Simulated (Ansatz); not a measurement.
A made-up structure of CHOS (charge +1), closed shell:

```
4
angstrom
C 0.1939 0.2008 -0.0629
O -1.0449 0.1174 -0.1789
S -0.0561 -1.3074 0.5577
H -1.9365 0.4944 -0.2405
```

It is relaxed with PBE-D4/def2-SVP and then PBE0-D4/def2-TZVP (Ansatz 0.2.0). Atoms count as bonded within 1.22 times the sum of their covalent radii (H–H: 0.88 Å). The end point is not checked to be a true minimum.

Does its bonding change? (Judge from chemistry; the calculation decides.)

By the calculation: No: no bond forms or breaks.

Where it ends: The first stage lowers the energy by 0.90 eV in 10 steps. It ends as CHOS ([C]1[OH][S]1), total charge +1:
```xyz
4
angstrom
C 0.3208 0.3232 0.0477
O -1.1204 -0.0827 -0.4933
S -0.2332 -1.1646 0.5327
H -1.8107 0.4293 -0.0118
```

Labels in which every atom is bracketed show which atoms are joined, not bond orders.

For scale, one of the runs: PBE0-D4/def2-TZVP relaxation, 105 basis functions, launched by `ansatz run in.yaml --threads 2 --pin off --events-out ev --progress --plain --max-ram 4352MiB`. Hardware: 2 CPU threads of an Intel Xeon Platinum 8175M, shared host. Wall time about 23 s.
